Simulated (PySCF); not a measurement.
**water (H₂O): runs on many settings**

Aim: see how water (H₂O) (`O`) answers to the choice of functional, basis, grid and SCF options.

Computed with PySCF 2.14.0, with density-fitted response routines of our own, on a single molecule in the gas phase. Atoms count from 0, in the outputs and in this text.

### 1 Starting geometry

3 atoms, charge 0, multiplicity 1; geometry from: GFN2-xTB.

Bonds of the start (Å): O0–H1 0.96, O0–H2 0.96.

### 2 NMR shieldings: PBE0/pcSseg-1

Job settings and geometry (Å):

```
{"job": {"kind": "nmr", "xc": "PBE0", "basis": "pcSseg-1"}, "charge": 0, "multiplicity": 1}
O      0.004291     0.378521    -0.002555
H     -0.768585    -0.189524    -0.011120
H      0.775774    -0.191535     0.001121
```

Method: GIAO PBE0/pcSseg-1 NMR shielding, non-relativistic, gas phase.

On the command line:

```sh
$ OMP_NUM_THREADS=1 python probes_run.py task.json out
```

The driver reads the jobs from task.json and runs them one after another.

Log:

```text
coarse grid: 2328 points
cycle   1  E = -76.2434216353  dE = -2.854e-03  |g| = 6.485e-01  |ddm| = 1.204e+00
cycle   2  E = -76.1930627978  dE =  5.036e-02  |g| = 8.514e-01  |ddm| = 7.416e-01
cycle   3  E = -76.3169841063  dE = -1.239e-01  |g| = 2.341e-02  |ddm| = 4.312e-01
cycle   4  E = -76.3170736552  dE = -8.955e-05  |g| = 2.852e-03  |ddm| = 1.038e-02
cycle   5  E = -76.3170748137  dE = -1.159e-06  |g| = 3.159e-04  |ddm| = 1.258e-03
final grid: 21952 points
cycle   6  E = -76.3318734074  dE = -7.151e-06  |g| = 2.966e-03  |ddm| = 6.092e-03
cycle   7  E = -76.3318724728  dE =  9.346e-07  |g| = 3.765e-03  |ddm| = 3.075e-03
cycle   8  E = -76.3318747409  dE = -2.268e-06  |g| = 9.245e-05  |ddm| = 1.756e-03
cycle   9  E = -76.3318747425  dE = -1.555e-09  |g| = 5.270e-06  |ddm| = 5.411e-05
cycle  10  E = -76.3318747425  dE = -5.997e-12  |g| = 7.105e-07  |ddm| = 3.894e-06
converged SCF energy = -76.3318747425

GIAO shielding tensors (ppm)
atom      isotropic    diamagn.    paramagn.     s11        s22        s33       span
  0 O      336.079     384.129     -48.050    311.403    340.223    356.609     45.206
  1 H       30.860      30.794       0.066     23.646     25.079     43.856     20.210
  2 H       30.859      30.790       0.069     23.645     25.078     43.854     20.209
```

Run time: 9.4 s. Hardware: 1 thread of Intel Xeon at 2.50GHz, shared host; peak memory 0.24 GiB.

The references, computed at this level on geometries of the same kind, shield at (ppm): 1H TMS 31.72, 17O H2O 336.1. Their shielding less the atom's gives the shift. The references are single molecules in the gas phase, so shifts against H2O, NH3, PH3, H3PO4 or CFCl3 are not on the usual liquid scales and can be off by tens of ppm. This molecule is itself the reference for 17O, where its shift is zero by definition. Atoms listed in one row are averaged.

| atoms | environment | σ (ppm) | δ (ppm) |
| --- | --- | --- | --- |
| H1, H2 | hydrogen on an oxygen | 30.86 | 0.86 |
| O0 | oxygen bonded to 2 H | 336.1 | 0.0 |

Charges from the same density, by scheme (e):

| atoms | Mulliken | IAO | Hirshfeld | ESP fit |
| --- | --- | --- | --- | --- |
| O0 | -0.45 | -0.70 | -0.33 | -0.76 |

### 3 Excited states and response: PBE0/def2-SVPD

Job settings and geometry (Å):

```
{"job": {"kind": "uv", "xc": "PBE0", "basis": "def2-SVPD", "nstates": 6, "ntriplets": 2}, "charge": 0, "multiplicity": 1}
O      0.004291     0.378521    -0.002555
H     -0.768585    -0.189524    -0.011120
H      0.775774    -0.191535     0.001121
```

With the program's defaults for keys left out, this is: TDDFT PBE0/def2-SVPD, vertical, gas phase, core orbitals frozen in the response.

Log:

```text
coarse grid: 2328 points
cycle   1  E = -76.2117629787  dE = -1.653e-02  |g| = 6.006e-01  |ddm| = 1.366e+00
cycle   2  E = -76.1153298921  dE =  9.643e-02  |g| = 9.298e-01  |ddm| = 8.551e-01
cycle   3  E = -76.2809023983  dE = -1.656e-01  |g| = 2.877e-02  |ddm| = 5.134e-01
cycle   4  E = -76.2810650393  dE = -1.626e-04  |g| = 4.251e-03  |ddm| = 1.907e-02
cycle   5  E = -76.2810680881  dE = -3.049e-06  |g| = 5.691e-04  |ddm| = 2.385e-03
final grid: 21952 points
cycle   6  E = -76.2955826729  dE = -7.664e-06  |g| = 3.566e-03  |ddm| = 1.276e-02
cycle   7  E = -76.2955800687  dE =  2.604e-06  |g| = 5.189e-03  |ddm| = 4.992e-03
cycle   8  E = -76.2955849854  dE = -4.917e-06  |g| = 5.629e-05  |ddm| = 2.867e-03
cycle   9  E = -76.2955849863  dE = -9.202e-10  |g| = 4.633e-06  |ddm| = 5.990e-05
converged SCF energy = -76.2955849863

Static polarisability (au): isotropic 9.413, principal 9.003 9.307 9.929

Singlet excitations
state   eV       nm        f      main configurations
  1   7.6617    161.8   0.05404   H->L 0.99
  2   9.4307    131.5   0.00000   H->L+1 0.98
  3   9.6932    127.9   0.09872   H-1->L 0.97
  4  10.9269    113.5   0.00525   H->L+3 0.99
  5  11.2907    109.8   0.00115   H->L+2 0.91
  6  11.4840    108.0   0.01698   H-1->L+1 0.99

Triplet excitations (Tamm-Dancoff, eV): 7.1535 9.0579
```

It took 5.6 s on 1 thread of Intel Xeon at 2.50GHz, shared host; peak memory 0.24 GiB.

The orbitals next to the gap, with their largest atomic shares:

| orbital | eV | atoms |
| --- | --- | --- |
| HOMO−3 | -28.06 | O0 60 %, H1 20 %, H2 20 % |
| HOMO−2 | -15.20 | O0 64 %, H2 18 %, H1 18 % |
| HOMO−1 | -11.04 | O0 83 %, H2 9 %, H1 9 % |
| HOMO | -9.12 | O0 87 %, H1 6 %, H2 6 % |
| LUMO | 0.35 | O0 61 %, H2 20 %, H1 20 % |
| LUMO+1 | 2.15 | O0 62 %, H1 19 %, H2 19 % |
| LUMO+2 | 3.46 | O0 88 %, H2 6 %, H1 6 % |

With each of the 6 states as a Gaussian band of 0.4 eV half-width at 1/e, the curve within the window shown has maxima at 162 nm (ε 2,200), 128 nm (ε 4,000), 108 nm (ε 760) L/(mol cm). Beyond the last state computed it falls off for lack of states. The curve at chosen wavelengths:

(nm, ε (L/mol/cm)): (105, 404), (108, 760), (111, 537), (113, 351), (116, 165), (119, 214), (122, 1122), (125, 3046), (127, 3928), (130, 3325), (133, 1575), (136, 450), (139, 83), (141, 23), (144, 11), (147, 59), (150, 245), (153, 687), (155, 1125), (158, 1808), (161, 2177), (164, 2024), (167, 1494), (169, 1087), (172, 575), (175, 257)

Ground-state properties from the same run:

| property | computed |
| --- | --- |
| dipole moment (D) | 1.86 |
| polarisability (Å³) | 1.39 |
| HOMO–LUMO gap (eV) | 9.47 |
| −ε(HOMO) (eV) | 9.12 |

### 4 Nuclear shieldings: wB97X/pcSseg-0

Job settings and geometry (Å):

```
{"job": {"kind": "nmr", "xc": "wB97X", "basis": "pcSseg-0", "pop": true, "scf": {"guess": "huckel"}}, "charge": 0, "multiplicity": 1}
O      0.004291     0.378521    -0.002555
H     -0.768585    -0.189524    -0.011120
H      0.775774    -0.191535     0.001121
```

Method: GIAO wB97X/pcSseg-0 NMR shielding, non-relativistic, gas phase.

Log:

```text
final grid: 21952 points
cycle   1  E = -76.1955573778  dE = -9.669e-02  |g| = 8.198e-02  |ddm| = 6.711e-01
cycle   2  E = -76.1982892288  dE = -2.732e-03  |g| = 2.908e-02  |ddm| = 1.428e-01
cycle   3  E = -76.1985143938  dE = -2.252e-04  |g| = 1.986e-02  |ddm| = 3.581e-02
cycle   4  E = -76.1985974203  dE = -8.303e-05  |g| = 1.946e-03  |ddm| = 2.158e-02
cycle   5  E = -76.1986011532  dE = -3.733e-06  |g| = 3.406e-04  |ddm| = 6.821e-03
cycle   6  E = -76.1986012211  dE = -6.784e-08  |g| = 1.808e-05  |ddm| = 9.590e-04
cycle   7  E = -76.1986012212  dE = -1.037e-10  |g| = 8.954e-07  |ddm| = 3.120e-05
converged SCF energy = -76.1986012212

GIAO shielding tensors (ppm)
atom      isotropic    diamagn.    paramagn.     s11        s22        s33       span
  0 O      341.160     387.315     -46.155    314.184    346.068    363.228     49.044
  1 H       32.781      30.332       2.449     26.097     27.678     44.567     18.470
  2 H       32.780      30.329       2.450     26.096     27.677     44.565     18.469
```

Run time: 3.4 s. Hardware: 1 thread of Intel Xeon at 2.50GHz, shared host; peak memory 0.24 GiB.

Key values: δ O0 0.0, H1 0.64 ppm (means over like atoms).

### 5 NMR shieldings: B97-2/def2-QZVP

Job settings and geometry (Å):

```
{"job": {"kind": "nmr", "xc": "B97-2", "basis": "def2-QZVP", "pop": true, "scf": {"guess": "sap", "damp": 0.3}}, "charge": 0, "multiplicity": 1}
O      0.004291     0.378521    -0.002555
H     -0.768585    -0.189524    -0.011120
H      0.775774    -0.191535     0.001121
```

Level: GIAO B97-2/def2-QZVP NMR shielding, non-relativistic, gas phase.

Log:

```text
damping 0.30 in the first 6 cycles
final grid: 21952 points
cycle   1  E = -75.8310498459  dE =  3.672e-01  |g| = 1.786e+00  |ddm| = 1.181e+00
cycle   2  E = -76.1240895076  dE = -2.930e-01  |g| = 1.446e+00  |ddm| = 1.199e+00
cycle   3  E = -76.2634066621  dE = -1.393e-01  |g| = 1.022e+00  |ddm| = 8.662e-01
cycle   4  E = -76.3445285611  dE = -8.112e-02  |g| = 7.924e-01  |ddm| = 6.761e-01
cycle   5  E = -76.3866192237  dE = -4.209e-02  |g| = 5.836e-01  |ddm| = 4.881e-01
cycle   6  E = -76.3260790210  dE =  6.054e-02  |g| = 8.743e-01  |ddm| = 5.156e-01
cycle   7  E = -76.1381637462  dE =  1.879e-01  |g| = 1.300e+00  |ddm| = 8.170e-01
cycle   8  E = -76.4425191619  dE = -3.044e-01  |g| = 6.672e-02  |ddm| = 5.650e-01
cycle   9  E = -76.4434068785  dE = -8.877e-04  |g| = 4.445e-03  |ddm| = 2.658e-02
cycle  10  E = -76.4434099156  dE = -3.037e-06  |g| = 2.105e-04  |ddm| = 3.844e-03
cycle  11  E = -76.4434099242  dE = -8.612e-09  |g| = 7.476e-05  |ddm| = 1.665e-04
cycle  12  E = -76.4434099251  dE = -8.762e-10  |g| = 4.970e-06  |ddm| = 4.179e-05
converged SCF energy = -76.4434099251

GIAO shielding tensors (ppm)
atom      isotropic    diamagn.    paramagn.     s11        s22        s33       span
  0 O      327.098     380.863     -53.765    299.328    320.212    361.755     62.427
  1 H       30.907      30.628       0.279     23.690     25.065     43.967     20.277
  2 H       30.906      30.625       0.281     23.689     25.065     43.965     20.276
```

Run time: 12 s. Hardware: 1 thread of Intel Xeon at 2.50GHz, shared host; peak memory 0.34 GiB.

In short: σ O0 327.1, H1 30.91 ppm (means over like atoms).

### 6 Spin-spin couplings: wB97X-D/LANL2DZ

Job settings and geometry (Å):

```
{"job": {"kind": "j", "xc": "wB97X-D", "basis": "LANL2DZ", "scf": {"aux": "def2-universal-jfit", "max_cycle": 77}}, "charge": 0, "multiplicity": 1}
O      0.004291     0.378521    -0.002555
H     -0.768585    -0.189524    -0.011120
H      0.775774    -0.191535     0.001121
```

With the program's defaults for keys left out, this is: wB97X-D/LANL2DZ indirect spin-spin coupling, non-relativistic, gas phase.

Log:

```text
final grid: 21952 points
cycle   1  E = -76.3128684333  dE = -2.378e-02  |g| = 6.008e-01  |ddm| = 1.283e+00
cycle   2  E = -76.3147503018  dE = -1.882e-03  |g| = 6.295e-01  |ddm| = 8.102e-01
cycle   3  E = -76.3894134504  dE = -7.466e-02  |g| = 9.725e-03  |ddm| = 3.963e-01
cycle   4  E = -76.3894476555  dE = -3.421e-05  |g| = 1.485e-03  |ddm| = 1.449e-02
cycle   5  E = -76.3894482226  dE = -5.671e-07  |g| = 1.486e-04  |ddm| = 1.814e-03
cycle   6  E = -76.3894482350  dE = -1.238e-08  |g| = 2.328e-05  |ddm| = 4.094e-04
cycle   7  E = -76.3894482355  dE = -5.322e-10  |g| = 1.707e-06  |ddm| = 1.073e-04
converged SCF energy = -76.3894482355

Indirect spin-spin couplings (Hz)
  i      j    bonds     total        FC       PSO       DSO        SD
  0 O    1 H    1    -65.841   -55.134   -10.073    -0.312    -0.323
  0 O    2 H    1    -65.834   -55.127   -10.073    -0.312    -0.323
  1 H    2 H    2     -5.358    -2.883     3.468    -6.967     1.023
```

It took 2 s on 1 thread of Intel Xeon at 2.50GHz, shared host; peak memory 0.33 GiB.

The run ended normally, but its values are not to be used for the molecule: the fitting basis def2-universal-jfit is not made for Coulomb and exchange fitting here. Its HOMO lies at -10.55 eV, against -8.61 eV in step 2 (PBE0/pcSseg-1), a different level, so the two don't compare directly.

### 7 Side by side: NMR shifts

Isotropic shieldings (ppm), means over like atoms, with basis size and wall time:

| run | H1 | O0 | functions | time |
| --- | --- | --- | --- | --- |
| PBE0/pcSseg-1 | 30.86 | 336.1 | 27 | 9.4 s |
| wB97X/pcSseg-0 | 32.78 | 341.2 | 13 | 3.4 s |
| B97-2/def2-QZVP | 30.91 | 327.1 | 117 | 12 s |

### 8 Outcome

| quantity | value |
| --- | --- |
| 1H shifts against TMS (PBE0/pcSseg-1, means over atoms taken as alike) | 0.86 ppm |
| shieldings of O (PBE0/pcSseg-1) | O0 336.1 ppm |
| lowest singlet (PBE0/def2-SVPD) | 7.66 eV (162 nm), f = 0.054 |
| brightest single state of those computed | state 3, 9.69 eV, f = 0.099 |
| lowest triplet | 7.15 eV |
| range of the shielding of O0 | 327.1 to 341.2 ppm |
| property runs in this session | 5, of which 0 failed and 1 gave unsound results |

In words: Single values in the summary come from the first run of each kind that ended normally (PBE0/pcSseg-1; PBE0/def2-SVPD), which need not be the best level. At PBE0/pcSseg-1: The largest span, 45 ppm, is at O0, where the paramagnetic term is -48 ppm. The lowest singlet, at 7.66 eV, is HOMO→LUMO 0.99 and is bright; of the 6 states computed, the strongest absorption comes from state 3 at 9.69 eV. The lowest triplet lies 0.51 eV below the lowest singlet (triplets in Tamm-Dancoff, singlets in full TDDFT). States above −ε(HOMO) lie where TDDFT describes them poorly and they hang on the basis; the brightest is among them. Across the 3 runs the shielding of O0 moves most, between 327.1 (B97-2/def2-QZVP) and 341.2 ppm (wB97X/pcSseg-0).
